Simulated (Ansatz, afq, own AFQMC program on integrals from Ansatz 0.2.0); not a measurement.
AFQMC on a folder of integrals that Ansatz 0.2.0 wrote.

```yaml
crystal:
  periodic: [false, false, false]
  atoms:
    - {symbol: Sn, position_ang: [0.000000, -0.212615, 0.000000]}
    - {symbol: O, position_ang: [0.000000, 0.848893, -1.542727]}
    - {symbol: O, position_ang: [0.000000, 0.848893, 1.542727]}
    - {symbol: H, position_ang: [0.000000, -1.908891, 0.000000]}
basis:
  gaussian: {orbitals: def2-SVP}
total_charge: 1
magnetization: {spin_polarized: true, initial_magnetization: 2}
correlation: {method: ccsd_t, electrons: outside_noble_gas, hamiltonian_folder: ham}
```

```sh
$ ansatz run in.yaml --threads 1 --pin off --events-out ev --progress --plain --max-ram 16896MiB --backend cuda --devices 0, --max-vram 18GiB
```

Options of the walk:

```
--method phaseless --trial cisd --walkers 4000 --populations 20 --least-time 60 --time-step 0.005 --steps-per-block 50 --equilibration-blocks 28 --max-blocks 4000 --target-error 0.00024 --factor-cut 1e-05 --start spin_pure --seed 1397 --release-times 0.24,0.51,0.99,1.5 --release-step 0.03 --release-every 4 --taylor-order 6
```

Times are imaginary, in 1/Eh. The walk had a cap of 114 s. With eight or more populations the least sampling time is a fifth of least-time, and the error comes from their spread. Filled inner d shells are frozen with the cores. Core potentials past Kr, no spin–orbit coupling.

Log:

```
orbitals 48  electrons 9 7  factors 394 of 645
reference energy -363.10407767 Eh
CCSD correlation -0.37981636 Eh in 16 cycles, weight of the determinant in the CISD state 0.8600
energy of the start -363.483053 Eh
 block  time / (1/Eh)  mean weight  energy / Eh
     1     0.250  1.0001  -363.477350
     2     0.500  1.0006  -363.482519
     3     0.750  1.0001  -363.486611
     4     1.000  0.9998  -363.489305
     5     1.250  1.0000  -363.489836
     8     2.000  0.9996  -363.493099
    11     2.750  0.9998  -363.495622
    17     4.250  0.9998  -363.494284
    23     5.750  1.0002  -363.496697
    25     6.250  0.9998  -363.497350
    29     7.250  0.9997  -363.494799
    35     8.750  0.9998  -363.496935
    41    10.250  0.9996  -363.495630
    47    11.750  1.0000  -363.495599
    53    13.250  1.0002  -363.495379
    59    14.750  0.9998  -363.495240
    65    16.250  0.9997  -363.494233
    71    17.750  0.9993  -363.495277
    77    19.250  0.9999  -363.494826
    79    19.750  0.9992  -363.492604
    83    20.750  0.9997  -363.495691
    89    22.250  0.9998  -363.494119
    95    23.750  0.9996  -363.495589
    97    24.250  0.9999  -363.494537
error from the spread of 20 populations
released: time / (1/Eh)  energy / Eh  error  mean overlap
  0.24  -363.496037  0.000246  0.9985
  0.51  -363.496115  0.000231  0.9992
  0.99  -363.496043  0.000261  0.9975
  1.50  -363.496690  0.000306  0.9894
energy -363.495440 +/- 0.000234 Eh
(rows thinned)
```

The run passed its tests (sampling time, drift between the halves within three errors, error under three times the target), which doesn't prove that it has relaxed.

Against this walk (error 6.4 meV) on the same determinant: CCSD(T) 49.6 meV higher. The error is statistical and leaves out the bias of the constraint. None of these is a sure reference here. The released energies move by 1.5 errors or more from one time to the next (meV from the phaseless value at times in 1/Eh: -16 ± 7 at 0.24, -18 ± 6 at 0.51, -16 ± 7 at 0.99, -34 ± 8 at 1.50), so they give no level; they do show a bias of the constraint, and the last of them that isn't too noisy lies 84 meV below CCSD(T).

Cautions: constraint bias not in the error; no spin-orbit coupling; inner d shell frozen; lower spins were not checked.

The walk took 110 s on 1 × NVIDIA H100 80GB HBM3 with 2 threads of AMD EPYC 7R13 Processor (Zen 3), on a shared host (the card was shared). The log's last line is the phaseless energy.

A walk keeps the symmetry of its determinant, which the program's search chose and which needn't be the lowest solution, so a lower state of the same spin and another symmetry isn't excluded.
